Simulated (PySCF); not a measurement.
# BH3Cl− (SMILES [BH3-]Cl) at 3 levels

Aim: a comparison of 3 runs (PBE0/STO-6G, SVWN5/STO-6G, UCCSD(T)/STO-6G) of BH3Cl−. The job is set up through a Python script.

Program for the calculation: PySCF 2.14.0.

2 further runs of the same task are left out: 2 set aside as unsound or not needed.

## 1. The structure to begin with

The species is BH3Cl− (5 atoms), meant as a singlet with charge -1. As SMILES, `[BH3-]Cl`. The B1–H5 distance was set to 1.449 Å, away from the relaxed value.

Bond lengths: B1–Cl2 1.873 Å, B1–H3 1.208 Å, B1–H4 1.208 Å. Angles: Cl2–B1–H3 106.7°, Cl2–B1–H4 106.7°, H3–B1–H4 112.0°.

## 2. A single-point energy at PBE0/STO-6G (run 1)

File calc.py:

```python
from pyscf import gto, dft

mol = gto.M(
    atom=[
    ('B', (0.098765, -0.228886, -0.023130)),
    ('Cl', (-0.829485, 0.315434, -1.556030)),
    ('H', (1.239455, -0.435636, -0.362130)),
    ('H', (-0.443725, -1.232366, 0.373670)),
    ('H', (0.000500, 0.857390, 0.931390)),
],
    basis='sto-6g',
    verbose=4,
    max_memory=1860,
    charge=-1,
)

myscf = dft.RKS(mol)
myscf.xc = 'pbe0'
myscf.conv_tol = 1e-10
myscf.grids.level = 5
myscf.kernel()
if not myscf.converged:
    myscf = myscf.newton().run(myscf.mo_coeff, myscf.mo_occ)

e_final = myscf.e_tot
print(f'total energy: {e_final:.8f} hartree')
```

Started as:

```bash
$ OMP_NUM_THREADS=1 python calc.py
```

The log of the run:

```text
PySCF version 2.14.0

[... 66 lines left out ...]
converged SCF energy = -485.003213037955
total energy: -485.00321304 hartree
```

It took 2 s on 1 thread of Arm Neoverse V2, shared host; peak memory 0.19 GiB.

## 3. A single-point energy at SVWN5/STO-6G (run 2)

File input.py:

```python
from pyscf import gto, dft

mol = gto.M(
    atom='''
B    0.098765  -0.228886  -0.023130
Cl  -0.829485   0.315434  -1.556030
H    1.239455  -0.435636  -0.362130
H   -0.443725  -1.232366   0.373670
H    0.000500   0.857390   0.931390
''',
    charge=-1,
    max_memory=1860,
    verbose=4,
    basis='sto-6g',
)

mf = dft.RKS(mol, xc='svwn')
mf.grids.level = 5
mf.conv_tol = 1e-10
mf.kernel()
if not mf.converged:
    mf = mf.newton().run(mf.mo_coeff, mf.mo_occ)

etot = mf.e_tot
print('Final energy', etot)
```

Started as:

```bash
$ OMP_NUM_THREADS=1 python input.py
```

The log of the run:

```text
PySCF version 2.14.0

[... 69 lines left out ...]
converged SCF energy = -483.299958217502
Final energy -483.2999582175017
```

Wall time 1.6 s (1 thread of Arm Neoverse V2, shared host); peak memory 0.14 GiB.

## 4. The energy at UCCSD(T)/STO-6G (run 3)

File job.py:

```python
from pyscf import gto, scf, cc

molecule = gto.M(
    atom='''
B      0.186639    -0.432532    -0.043709
Cl    -1.567499     0.596084    -2.940471
H      2.342230    -0.823233    -0.684327
H     -0.838519    -2.328834     0.706134
H      0.000945     1.620232     1.760072
''',
    verbose=3,
    charge=-1,
    unit='bohr',
    basis='sto-6g',
    spin=0,
    max_memory=1860,
)

mf = scf.UHF(molecule)
mf.conv_tol = 1e-10
mf.kernel()
if not mf.converged:
    mf = mf.newton().run(mf.mo_coeff, mf.mo_occ)
for _ in range(3):
    mo, _, stable, _ = mf.stability(return_status=True)
    if stable:
        break
    mf.kernel(mf.make_rdm1(mo, mf.mo_occ))

mycc = cc.CCSD(mf, frozen=6)
mycc.kernel()
e_t = mycc.ccsd_t()
energy = mycc.e_tot + e_t
print('E = %.10f Eh' % energy)
```

Started as:

```bash
$ OMP_NUM_THREADS=1 python job.py
```

The log of the run:

```text
converged SCF energy = -484.291864671455  <S^2> = 5.8619776e-14  2S+1 = 1
<class 'pyscf.scf.uhf.UHF'> wavefunction is stable in the internal stability analysis
E(UCCSD) = -484.3636386012703  E_corr = -0.07177392981536548
UCCSD(T) correction = -0.000483350213203489
E = -484.3641219515 Eh
```

Run time: 0.74 s. Hardware: 1 thread of Arm Neoverse V2, shared host; peak memory 0.12 GiB.

## 5. All runs side by side

```tsv
run	level	integration grid	frozen core orbitals	energy (Eh)	HOMO energy (eV)	LUMO energy (eV)	HOMO–LUMO gap (eV)	wall time
1	PBE0/STO-6G	5	–	-485.003213	1.61	15.18	13.57	2 s
2	SVWN5/STO-6G	5	–	-483.299958	3.29	13.69	10.40	1.6 s
3	UCCSD(T)/STO-6G	–	6	-484.364122	-1.92	20.69	22.61	0.74 s
```

## 6. Outcome

```
                                                    quantity          value
                                         run 3: total energy  -484.36412 Eh
                  run 3: HOMO energy (Hartree–Fock orbitals)       -1.92 eV
                  run 3: LUMO energy (Hartree–Fock orbitals)       20.69 eV
run 3: HOMO–LUMO gap (to an unbound level, set by the basis)       22.61 eV
          run 3: correlation energy (6 core orbitals frozen)      -72.3 mEh
                                       run 3: (T) correction      -0.48 mEh
                                        run 3: T1 diagnostic          0.006
```

**Reading.** Totals of different functionals can't be ranked against each other. In runs 1, 2 the HOMO lies above zero, so the outermost electron may be held by the basis alone. In runs 1, 2, 3 the basis is minimal, so the values are rough. All runs together took 4.3 s, the longest 2 s.
